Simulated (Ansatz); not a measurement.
The input, for Ansatz 0.2.0:

```yaml
crystal:
  periodic: [false, false, false]
  atoms:
    - {symbol: N, position_ang: [-0.015433, -0.009008, -1.807494]}
    - {symbol: Si, position_ang: [-0.016266, -0.025151, -0.212047]}
    - {symbol: Si, position_ang: [0.031698, 0.034159, 2.019540]}
basis:
  gaussian: {orbitals: cc-pVDZ}
magnetization: {spin_polarized: true, initial_magnetization: 1}
hamiltonian: {xc: {name: PBE0}}
output: {forces: true, orbitals: {seedname: orbitals}}
```

```sh
$ ansatz run in.yaml --threads 1 --pin off --events-out ev --progress --plain --max-ram 2393MiB
```

Log:

```
506 factors; integrals over basis functions are off by at most 6.9e-4 eV
mean field evaluation 1: about -17214.0834 eV, gradient 5.5e1 eV
mean field evaluation 2: about -17009.1362 eV, gradient 1.3e2 eV
mean field evaluation 4: about -17223.7491 eV, gradient 3.2e1 eV
mean field evaluation 8: about -17231.4838 eV, gradient 4.4e-1 eV
mean field evaluation 16: about -17231.5558 eV, gradient 3.9e-2 eV
mean field evaluation 32: about -17231.6163 eV, gradient 7.8e-6 eV
mean field evaluation 64: about -17230.6296 eV, gradient 1.3e0 eV
mean field evaluation 96: about -17231.6297 eV, gradient 2.6e-2 eV
mean field evaluation 128: about -17231.4692 eV, gradient 1.1e0 eV
mean field -17231.62975666 eV, -633.2507135392 hartree, gradient 3.5e-6 eV, S^2 1.155329; 9 other end points of the search recorded, 0 dependent functions left out
the calculation of the forces begins
reference -17231.62977749 eV, -633.2507143047 hartree; 18, 17 occupied and 32, 33 virtual orbitals, 506 factors
Total energy: -17231.62977749 eV, -633.2507143047 hartree
Atom 0 at    -0.015433    -0.009008    -1.807494 Å, force    -0.003673     0.006857    -1.403437 eV/Å
Atom 1 at    -0.016266    -0.025151    -0.212047 Å, force    -0.006036    -0.017507     0.805171 eV/Å
Atom 2 at     0.031698     0.034159     2.019540 Å, force     0.009709     0.010650     0.598267 eV/Å
Dipole moment:     0.002340    -0.003260     0.774246 e Å
```

Forces (eV/Å):
```
N   -0.004  0.007 -1.403
Si  -0.006 -0.018  0.805
Si   0.010  0.011  0.598
```

Ran on 1 thread of Arm Neoverse V1, shared host: 34 s wall, 0.16 GiB peak host memory.
